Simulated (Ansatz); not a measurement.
Compare A (`FC1=COC1`) with its isomer B (`OC1(F)C=C1`).

Program: Ansatz. Geometries: PBE0-D4/def2-TZVP. ΔE: electronic, gas phase. CBS: MP2 limit from def2 TZ/QZ plus the TZ coupled-cluster correction, frozen cores. DFT in def2-TZVPP. Each species was taken in one conformer, which may not be the lowest.

Q: Which isomer does CCSD(T)/CBS put lower? Give the gap. (An estimate is asked.)

A: Ansatz gave: B, by 1.3 kcal/mol.

Q: Give E(B) − E(A) in kcal/mol with ωB97M-V, PBE-D4, CCSD/def2-TZVPP, LDA (SPW92), PBE0-D4, CCSD(T)/def2-SVP, MP2/def2-TZVPP. (An estimate is asked.)

A: Computed: ωB97M-V -1.7, PBE-D4 0.9, CCSD/def2-TZVPP -0.6, LDA (SPW92) 0.9, PBE0-D4 -0.6, CCSD(T)/def2-SVP -0.6, MP2/def2-TZVPP -1.8. The order is the other way round with PBE-D4, LDA (SPW92).

Q: Does the order hold for the free energy at 298.15 K (harmonic terms from PBE0-D4)? (Estimate.)

A: Computed: Yes: G(B) − G(A) = -3.1 kcal/mol, for one conformer each.

Largest T1 diagnostic: 0.013.

From r2SCAN to r2SCAN0 (25 % exact exchange), in def2-TZVPP and without D4, E(B) − E(A) moves by −1.2 kcal/mol. In def2-TZVPP, CCSD(T) changes the Hartree–Fock value by +3.1 kcal/mol (the triples alone add +0.7 kcal/mol) and MP2 by +1.2 kcal/mol.
